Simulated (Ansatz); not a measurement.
# HOS2 with multiplicity 2: molecular dynamics

The plan is to follow the molecule's vibrations and see whether its bonds hold. The start is relaxed first. Runs: 150 steps of 1 fs under a Nosé-Hoover thermostat at 700 K; 150 steps of 0.5 fs under a Langevin thermostat at 200 K. SMILES of the start: [S]OS.

Program: Ansatz 0.2.0. Level of theory: UKS PBE0-D4/def2-SVP. These are calculated values, not measurements.

## (1) The starting structure

Bond lengths: S1–O2 1.601 Å, O2–S3 1.700 Å, S3–H4 1.347 Å. Angles: S1–O2–S3 126.4°, O2–S3–H4 98.3°.

Structure file:

```xyz
4

S    -1.4176   -0.3703    0.9217
O    -0.4366    0.7511    0.3347
S     0.9569    0.4817   -0.6003
H     0.8973   -0.8625   -0.6562
```

## (2) Relaxing the start

Input file input.yaml:

```yaml
crystal:
  periodic: [false, false, false]
  atoms:
    - { symbol: S, position_ang: [-1.41763, -0.37031, 0.92174] }
    - { symbol: O, position_ang: [-0.43663, 0.75108, 0.33474] }
    - { symbol: S, position_ang: [0.95692, 0.48168, -0.60028] }
    - { symbol: H, position_ang: [0.89734, -0.86245, -0.6562] }
magnetization:
  spin_polarized: true
  initial_magnetization: 1
basis:
  gaussian: { orbitals: def2-SVP }
hamiltonian:
  xc: pbe0
  dispersion: d4
relax:
  f_tol: 0.02
  max_steps: 40
output:
  orbitals: {}
```

Started as:

```sh
$ ansatz run input.yaml --threads 1 --pin off --max-ram 2048MiB --backend cpu --events-out ev --progress --plain --runs-dir out
```

Log, shortened:

```text
Warning: RAYON_NUM_THREADS=1 ignored (pool sized by the plan → 1); use --threads N
[...]
Functional definition: PBE0
[...]
541 factors; integrals over basis functions are off by at most 1.8e-4 eV
[...]
mean field -23713.07851095 eV, -871.4395619754 hartree, gradient 3.2e-5 eV, S^2 0.753172; 2 other end points of the search recorded, 0 dependent functions left out
[...]
reference -23713.07852452 eV, -871.4395624741 hartree; 21, 20 occupied and 34, 35 virtual orbitals, 541 factors
relax step   1: F+E_penalty+E_count = -23713.14866943 eV  Δ(F+E_penalty+E_count) = +0.000e0 eV  max|allowed force component| = 8.312e-1 eV/Å  Δτ_max = 0.0000 Å  (44 SCF iters, accepted)
[...]
relax step   4: F+E_penalty+E_count = -23713.17768893 eV  Δ(F+E_penalty+E_count) = -5.454e-4 eV  max|allowed force component| = 3.253e-2 eV/Å  Δτ_max = 0.0083 Å  (32 SCF iters, accepted)
[...]
relax step   5: F+E_penalty+E_count = -23713.17779067 eV  Δ(F+E_penalty+E_count) = -1.017e-4 eV  max|allowed force component| = 1.160e-3 eV/Å  Δτ_max = 0.0020 Å  (31 SCF iters, accepted)
541 factors; integrals over basis functions are off by at most 1.9e-4 eV
[...]
mean field -23713.10728532 eV, -871.4406194141 hartree, gradient 2.7e-5 eV, S^2 0.753136; 3 other end points of the search recorded, 0 dependent functions left out
[...]
reference -23713.10729867 eV, -871.4406199046 hartree; 21, 20 occupied and 34, 35 virtual orbitals, 541 factors
Total energy: -23713.17780402 eV, -871.4432109286 hartree
Atom 0 at    -1.375250    -0.412135     0.887936 Å, force    -0.000722    -0.000441     0.000417 eV/Å
Atom 1 at    -0.426590     0.790998     0.335174 Å, force     0.001160     0.000570    -0.000681 eV/Å
Atom 2 at     0.961696     0.487008    -0.607707 Å, force    -0.000950     0.000466     0.000608 eV/Å
Atom 3 at     0.840144    -0.865871    -0.615403 Å, force     0.000512    -0.000595    -0.000344 eV/Å
Dipole moment:     0.215693    -0.289448    -0.162313 e Å
```

Run time: 11 s. Hardware: 1 thread of Arm Neoverse V2, shared host; peak memory 0.13 GiB.

The steps of the relaxation:

```csv
step,energy from step 1 (eV),largest force component (eV/Å)
1,0.0000,0.8312
2,-0.0190,0.5718
3,-0.0285,0.1206
4,-0.0290,0.0325
5,-0.0291,0.0012
```

Step 1 is the start.

After: Bond lengths: S1–O2 1.629 Å, O2–S3 1.706 Å, S3–H4 1.358 Å. Angles: S1–O2–S3 122.0°, O2–S3–H4 96.2°.

## (3) Run 1

150 steps of 1 fs under a Nosé-Hoover thermostat at 700 K, from the relaxed start.

Input file input.yaml:

```yaml
crystal:
  periodic: [false, false, false]
  atoms:
    - { symbol: S, position_ang: [-1.37525, -0.412135, 0.887936] }
    - { symbol: O, position_ang: [-0.42659, 0.790998, 0.335174] }
    - { symbol: S, position_ang: [0.961696, 0.487008, -0.607707] }
    - { symbol: H, position_ang: [0.840144, -0.865871, -0.615403] }
magnetization:
  spin_polarized: true
  initial_magnetization: 1
basis:
  gaussian: { orbitals: def2-SVP }
hamiltonian:
  xc: pbe0
  dispersion: d4
md:
  timestep: 1.0
  n_steps: 150
  ensemble: nvt_nose_hoover
  temperature: 700.0
  initial_velocities: maxwell_boltzmann
  seed: 511927
  nose_hoover: { tau: 20.0, chain_length: 3 }
```

Started as:

```sh
$ ansatz run input.yaml --threads 1 --pin off --max-ram 2048MiB --backend cpu --events-out ev --progress --plain --runs-dir out
```

Log, shortened:

```text
Warning: RAYON_NUM_THREADS=1 ignored (pool sized by the plan → 1); use --threads N
[...]
[... 1 set-up line as earlier in the session ...]
[...]
541 factors; integrals over basis functions are off by at most 1.9e-4 eV
[...]
mean field -23713.10728516 eV, -871.4406194084 hartree, gradient 4.7e-5 eV, S^2 0.753136; 2 other end points of the search recorded, 0 dependent functions left out
[...]
reference -23713.10729850 eV, -871.4406198984 hartree; 21, 20 occupied and 34, 35 virtual orbitals, 541 factors
md step     0: t =     0.00 fs  T =   700.0 K  F+E_penalty+E_count = -23713.17779052 eV  E_kin = 0.180964 eV  conserved = -23712.99682652 eV  (42 SCF iters)
[...]
md step    19: t =    19.00 fs  T =   628.8 K  F+E_penalty+E_count = -23713.11366664 eV  E_kin = 0.162553 eV  conserved = -23712.99573741 eV  (34 SCF iters, 3 dispersion substeps)
[...]
md step    38: t =    38.00 fs  T =  1297.8 K  F+E_penalty+E_count = -23713.04749271 eV  E_kin = 0.335511 eV  conserved = -23712.99661545 eV  (43 SCF iters, 3 dispersion substeps)
[...]
md step    57: t =    57.00 fs  T =  1400.5 K  F+E_penalty+E_count = -23712.99442728 eV  E_kin = 0.362065 eV  conserved = -23712.99266340 eV  (43 SCF iters, 3 dispersion substeps)
[...]
md step    74: t =    74.00 fs  T =   800.0 K  F+E_penalty+E_count = -23712.99981400 eV  E_kin = 0.206805 eV  conserved = -23712.99123174 eV  (44 SCF iters, 3 dispersion substeps)
md step    75: t =    75.00 fs  T =   945.2 K  F+E_penalty+E_count = -23713.04851507 eV  E_kin = 0.244364 eV  conserved = -23712.99412506 eV  (42 SCF iters, 3 dispersion substeps)
```

## (4) The output, continued: dynamics from the start

The log, continued, shortened:

```text
md step    76: t =    76.00 fs  T =   969.6 K  F+E_penalty+E_count = -23713.06594889 eV  E_kin = 0.250661 eV  conserved = -23712.99627070 eV  (42 SCF iters, 3 dispersion substeps)
[...]
md step    94: t =    94.00 fs  T =   821.3 K  F+E_penalty+E_count = -23713.11806592 eV  E_kin = 0.212317 eV  conserved = -23712.99618833 eV  (37 SCF iters, 3 dispersion substeps)
[...]
md step   112: t =   112.00 fs  T =   516.9 K  F+E_penalty+E_count = -23713.07910787 eV  E_kin = 0.133630 eV  conserved = -23712.99455621 eV  (44 SCF iters, 3 dispersion substeps)
[...]
md step   130: t =   130.00 fs  T =   541.2 K  F+E_penalty+E_count = -23713.06867837 eV  E_kin = 0.139906 eV  conserved = -23712.99541563 eV  (40 SCF iters, 3 dispersion substeps)
[...]
md step   148: t =   148.00 fs  T =   980.5 K  F+E_penalty+E_count = -23712.92670223 eV  E_kin = 0.253472 eV  conserved = -23712.98837308 eV  (58 SCF iters, 3 dispersion substeps)
[...]
md step   149: t =   149.00 fs  T =  1278.7 K  F+E_penalty+E_count = -23712.98491721 eV  E_kin = 0.330576 eV  conserved = -23712.99090463 eV  (45 SCF iters, 3 dispersion substeps)
[...]
md step   150: t =   150.00 fs  T =  1574.2 K  F+E_penalty+E_count = -23713.04005562 eV  E_kin = 0.406950 eV  conserved = -23712.99457968 eV  (58 SCF iters, 3 dispersion substeps)
Total energy: -23713.04007010 eV, -871.4381493004 hartree
Atom 0 at    -1.520540    -0.374258     0.810250 Å, force     1.468367     0.928710    -0.383159 eV/Å
Atom 1 at    -0.163751     0.637088     0.655196 Å, force    -0.694121    -0.794250    -0.321877 eV/Å
Atom 2 at     0.986222     0.451004    -0.664506 Å, force    -0.989691     0.501912     0.194674 eV/Å
Atom 3 at     0.509311     1.517443    -1.417419 Å, force     0.215444    -0.636372     0.510361 eV/Å
Dipole moment:     0.001230     0.061490    -0.325727 e Å
```

Wall time 4.7 min (1 thread of Arm Neoverse V2, shared host); peak memory 0.13 GiB.

## (5) The trajectory

One step in 6; energies are changes from step 0:

```csv
time (fs),T (K),potential energy change (meV/atom),conserved energy change (meV/atom)
0.0,700,0.0,0.00
6.0,501,13.6,0.17
12.0,484,16.9,0.27
18.0,660,12.0,0.06
24.0,486,32.7,0.64
30.0,865,24.7,0.21
36.0,874,51.9,1.51
42.0,932,70.7,1.52
48.0,867,86.5,2.34
54.0,1307,58.9,2.56
60.0,820,79.3,2.36
66.0,1030,52.3,2.74
72.0,716,54.0,1.90
78.0,572,51.8,1.94
84.0,582,41.9,1.45
90.0,623,32.2,1.09
96.0,598,28.4,1.13
102.0,697,16.7,0.50
108.0,389,33.8,0.92
114.0,612,18.2,0.28
120.0,701,13.5,0.65
126.0,617,20.1,0.15
132.0,593,26.7,0.55
138.0,877,20.1,0.03
144.0,1186,27.8,0.58
150.0,1574,34.4,0.56
```

time (fs), T (K) and a bar:
```
      0.0        700 #########
      7.0        399 #
     13.0        546 #####
     20.0        501 ####
     26.0        614 #######
     33.0        851 ############
     39.0       1211 #####################
     46.0        817 ###########
     52.0       1525 #############################
     59.0        863 #############
     65.0       1171 ####################
     72.0        716 #########
     78.0        572 #####
     85.0        530 ####
     91.0        495 ####
     98.0        555 #####
    104.0        460 ###
    111.0        348 
    117.0        619 #######
    124.0        578 ######
    130.0        541 #####
    137.0        763 ##########
    143.0       1131 ###################
    150.0       1574 ##############################
```

## (6) Frames from the trajectory

Extended XYZ, with forces in eV/Å:

```xyz
4
time_fs=19.0 T=629 dE=0.0641
S    -1.413   -0.405    0.898    0.210   -0.094   -0.132
O    -0.378    0.734    0.346   -0.361    0.099    0.342
S     0.962    0.507   -0.629    0.554   -0.588   -0.299
H     1.264   -0.830   -0.414   -0.404    0.583    0.089
4
time_fs=38.0 T=1298 dE=0.1303
S    -1.443   -0.415    0.895    0.703    0.301   -0.440
O    -0.378    0.745    0.436   -0.092    0.213   -0.264
S     0.987    0.502   -0.687   -0.889   -0.667    1.180
H     1.413   -0.535    0.091    0.277    0.154   -0.477
4
time_fs=56.0 T=1593 dE=0.1398
S    -1.425   -0.405    0.849   -0.276   -0.311    0.098
O    -0.378    0.767    0.529    1.284    0.051   -0.636
S     0.952    0.460   -0.690   -0.676    0.192    0.296
H     1.967    0.134    0.153   -0.331    0.068    0.243
4
time_fs=75.0 T=945 dE=0.1293
S    -1.408   -0.399    0.806    0.369    0.659    0.007
O    -0.248    0.780    0.529   -1.591   -0.739    0.664
S     0.873    0.422   -0.647    1.671    0.513    0.266
H     1.876    0.952    0.170   -0.450   -0.434   -0.938
4
time_fs=94.0 T=821 dE=0.0597
S    -1.400   -0.375    0.783   -1.089   -0.908    0.276
O    -0.272    0.734    0.601    1.125    1.007   -0.182
S     0.881    0.406   -0.643    0.309   -0.042   -0.304
H     1.728    1.444   -0.392   -0.345   -0.057    0.211
4
time_fs=112.0 T=517 dE=0.0987
S    -1.446   -0.391    0.786    0.937    0.991    0.032
O    -0.216    0.756    0.635   -0.712   -1.409   -0.491
S     0.913    0.401   -0.653   -0.119    1.441    0.581
H     1.295    1.743   -0.680   -0.105   -1.022   -0.121
4
time_fs=131.0 T=643 dE=0.0864
S    -1.447   -0.353    0.795   -1.195   -1.099    0.103
O    -0.217    0.628    0.591    0.699    1.374    0.517
S     0.927    0.428   -0.630    0.522   -0.236   -0.699
H     0.896    1.726   -1.019   -0.026   -0.039    0.079
4
time_fs=150.0 T=1574 dE=0.1377
S    -1.520   -0.374    0.810    1.468    0.929   -0.383
O    -0.164    0.637    0.655   -0.694   -0.794   -0.322
S     0.986    0.451   -0.664   -0.990    0.502    0.195
H     0.509    1.517   -1.417    0.215   -0.636    0.510
```

Reading of run 1. Against a set 700 K the second half averages 673 K with a spread of 232 K. The conserved energy strays from its start by at most 3.08 meV/atom, 6.3 % of the mean kinetic energy, which is poor: the step of 1 fs is too long for the fastest motion. The bonds all hold.

## (7) Run 2

150 steps of 0.5 fs under a Langevin thermostat at 200 K, starting from the last frame of an earlier run, with new velocities.

Input file input.yaml:

```yaml
crystal:
  periodic: [false, false, false]
  atoms:
    - { symbol: S, position_ang: [-1.52054, -0.374258, 0.81025] }
    - { symbol: O, position_ang: [-0.163751, 0.637088, 0.655196] }
    - { symbol: S, position_ang: [0.986222, 0.451004, -0.664506] }
    - { symbol: H, position_ang: [0.509311, 1.517443, -1.417419] }
magnetization:
  spin_polarized: true
  initial_magnetization: 1
basis:
  gaussian: { orbitals: def2-SVP }
hamiltonian:
  xc: pbe0
  dispersion: d4
md:
  timestep: 0.5
  n_steps: 150
  ensemble: nvt_langevin
  temperature: 200.0
  initial_velocities: maxwell_boltzmann
  seed: 74890
  friction: 0.001
```

Started as:

```sh
$ ansatz run input.yaml --threads 1 --pin off --max-ram 2048MiB --backend cpu --events-out ev --progress --plain --runs-dir out
```

Log, shortened:

```text
Warning: RAYON_NUM_THREADS=1 ignored (pool sized by the plan → 1); use --threads N
[...]
[... 1 set-up line as earlier in the session ...]
[...]
540 factors; integrals over basis functions are off by at most 2.3e-4 eV
[...]
mean field -23712.97192314 eV, -871.4356449456 hartree, gradient 1.5e-5 eV, S^2 0.753452; 2 other end points of the search recorded, 0 dependent functions left out
[...]
reference -23712.97193753 eV, -871.4356454745 hartree; 21, 20 occupied and 34, 35 virtual orbitals, 540 factors
md step     0: t =     0.00 fs  T =   150.0 K  F+E_penalty+E_count = -23713.04003452 eV  E_kin = 0.077556 eV  (60 SCF iters)
[...]
md step    19: t =     9.50 fs  T =   168.5 K  F+E_penalty+E_count = -23713.05319465 eV  E_kin = 0.087119 eV  (36 SCF iters)
[...]
md step    38: t =    19.00 fs  T =   253.0 K  F+E_penalty+E_count = -23713.10956972 eV  E_kin = 0.130794 eV  (34 SCF iters)
[...]
md step    57: t =    28.50 fs  T =   162.9 K  F+E_penalty+E_count = -23713.06288842 eV  E_kin = 0.084245 eV  (37 SCF iters)
[...]
md step    74: t =    37.00 fs  T =   240.0 K  F+E_penalty+E_count = -23713.10590320 eV  E_kin = 0.124106 eV  (36 SCF iters)
md step    75: t =    37.50 fs  T =   230.8 K  F+E_penalty+E_count = -23713.10189285 eV  E_kin = 0.119311 eV  (35 SCF iters)
```

## (8) More of the same log: dynamics from the last frame of an earlier run

Output, continued, shortened:

```text
md step    76: t =    38.00 fs  T =   228.0 K  F+E_penalty+E_count = -23713.09785219 eV  E_kin = 0.117861 eV  (36 SCF iters)
[...]
md step    94: t =    47.00 fs  T =   119.3 K  F+E_penalty+E_count = -23713.03959004 eV  E_kin = 0.061676 eV  (36 SCF iters)
[...]
md step   112: t =    56.00 fs  T =   196.3 K  F+E_penalty+E_count = -23713.07698188 eV  E_kin = 0.101471 eV  (36 SCF iters)
[...]
md step   130: t =    65.00 fs  T =   169.0 K  F+E_penalty+E_count = -23713.06473102 eV  E_kin = 0.087374 eV  (37 SCF iters)
[...]
md step   148: t =    74.00 fs  T =   225.4 K  F+E_penalty+E_count = -23713.10211610 eV  E_kin = 0.116524 eV  (33 SCF iters)
[...]
md step   149: t =    74.50 fs  T =   226.4 K  F+E_penalty+E_count = -23713.10073492 eV  E_kin = 0.117058 eV  (34 SCF iters)
[...]
md step   150: t =    75.00 fs  T =   221.9 K  F+E_penalty+E_count = -23713.09995142 eV  E_kin = 0.114709 eV  (56 SCF iters)
Total energy: -23713.09996536 eV, -871.4403504106 hartree
Atom 0 at    -1.343851    -0.455810     0.840510 Å, force    -0.559447    -0.490325     0.198006 eV/Å
Atom 1 at    -0.291379     0.738243     0.557987 Å, force     0.264838     0.430413    -0.418329 eV/Å
Atom 2 at     0.928509     0.520593    -0.625407 Å, force     0.310775     0.077668    -0.544636 eV/Å
Atom 3 at     0.212107     0.645926    -1.803778 Å, force    -0.016167    -0.017756     0.764959 eV/Å
Dipole moment:    -0.000185    -0.084084    -0.346746 e Å
```

Wall time 4.5 min (1 thread of Arm Neoverse V2, shared host); peak memory 0.13 GiB.

## (9) The trajectory

The trajectory, every 6 steps (energies from step 0):

```csv
time (fs),T (K),potential energy change (meV/atom)
0.0,150,0.0
3.0,132,0.9
6.0,110,5.1
9.0,166,-2.5
12.0,232,-9.3
15.0,290,-21.3
18.0,265,-18.7
21.0,221,-13.2
24.0,133,-0.8
27.0,143,-2.9
30.0,193,-9.7
33.0,278,-22.2
36.0,254,-18.7
39.0,210,-12.1
42.0,109,0.5
45.0,94,3.2
48.0,132,-1.2
51.0,197,-9.2
54.0,224,-13.4
57.0,180,-7.3
60.0,128,-1.4
63.0,113,-0.4
66.0,195,-8.6
69.0,228,-15.0
72.0,246,-17.9
75.0,222,-15.0
```

time (fs), T (K) and a bar:
```
      0.0        150 ########
      3.5        119 ###
      6.5        120 ####
     10.0        182 #############
     13.0        262 ##########################
     16.5        289 ##############################
     19.5        248 ########################
     23.0        155 #########
     26.0        132 ######
     29.5        178 #############
     32.5        269 ###########################
     36.0        254 #########################
     39.0        210 ##################
     42.5         97 
     45.5        100 #
     49.0        147 ########
     52.0        221 ###################
     55.5        198 ################
     58.5        148 ########
     62.0        109 ##
     65.0        169 ###########
     68.5        221 ###################
     71.5        244 #######################
     75.0        222 ####################
```

## (10) Frames from the trajectory

Positions (Å) and forces (eV/Å):

```xyz
4
time_fs=9.5 T=168 dE=-0.0132
S    -1.496   -0.383    0.817    1.037    0.663   -0.360
O    -0.183    0.649    0.635   -0.528   -0.315   -0.358
S     0.973    0.459   -0.656   -0.290   -0.128    0.139
H     0.527    1.385   -1.571   -0.219   -0.221    0.580
4
time_fs=19.0 T=253 dE=-0.0695
S    -1.447   -0.376    0.814   -0.581   -0.637   -0.034
O    -0.224    0.643    0.606    0.626    0.727    0.250
S     0.954    0.457   -0.638    0.193   -0.505    0.320
H     0.310    1.274   -1.464   -0.238    0.415   -0.536
4
time_fs=28.0 T=159 dE=-0.0192
S    -1.414   -0.384    0.808   -0.976   -0.898    0.183
O    -0.234    0.669    0.595    0.614    0.770    0.754
S     0.934    0.454   -0.623    0.141    0.004   -0.315
H     0.162    1.188   -1.436    0.221    0.124   -0.622
4
time_fs=37.5 T=231 dE=-0.0619
S    -1.401   -0.413    0.803    0.015    0.237    0.150
O    -0.217    0.728    0.615   -0.468   -0.275   -0.113
S     0.915    0.457   -0.619    0.315    0.317   -0.782
H     0.265    1.067   -1.685    0.139   -0.279    0.746
4
time_fs=47.0 T=119 dE=0.0004
S    -1.386   -0.435    0.801    0.446    0.863    0.213
O    -0.222    0.777    0.630   -0.716   -1.102   -0.720
S     0.914    0.460   -0.622    0.490    0.239   -0.039
H     0.277    0.946   -1.736   -0.219    0.000    0.547
4
time_fs=56.0 T=196 dE=-0.0369
S    -1.362   -0.440    0.804    0.003    0.403    0.267
O    -0.261    0.776    0.612    0.027   -0.836   -0.105
S     0.927    0.469   -0.623    0.062    0.314    0.547
H     0.068    0.883   -1.551   -0.092    0.119   -0.709
4
time_fs=65.5 T=178 dE=-0.0299
S    -1.342   -0.440    0.818   -0.981   -0.816    0.394
O    -0.300    0.745    0.588    0.973    0.528   -0.021
S     0.931    0.489   -0.623   -0.249    0.324    0.058
H     0.020    0.788   -1.569    0.257   -0.037   -0.431
4
time_fs=75.0 T=222 dE=-0.0599
S    -1.344   -0.456    0.841   -0.559   -0.490    0.198
O    -0.291    0.738    0.558    0.265    0.430   -0.418
S     0.928    0.521   -0.625    0.311    0.078   -0.545
H     0.212    0.646   -1.804   -0.016   -0.018    0.765
```

Reading of run 2. Against a set 200 K the second half averages 174 K with a spread of 50 K. No bond forms or breaks.

## (11) Summary of results

| quantity | value |
| --- | --- |
| relaxation of the start | 4 moves, 0.029 eV lower |
| run 1: length | 150 steps of 1 fs |
| run 1: temperature, first and last step | 700 and 1574 K |
| run 1: temperature, second half | mean 673 K, from 240 to 1574 K |
| run 1: potential energy, second half | +31 meV/atom from this run's first step |
| run 1: largest change of the conserved energy | 3.08 meV/atom |
| run 1: bonds formed or broken | 0 |
| run 2: length | 150 steps of 0.5 fs |
| run 2: temperature, first and last step | 150 and 222 K |
| run 2: temperature, second half | mean 174 K, from 79 to 246 K |
| run 2: potential energy, second half | -7 meV/atom from this run's first step |
| run 2: bonds formed or broken | 0 |

What this shows: Mean temperatures of the second halves: 673 K, 174 K. No bond formed or broke in any run. 75 fs on 4 atoms is far too short and small for converged averages. The nuclei move classically, without zero-point motion, which matters most for hydrogen.
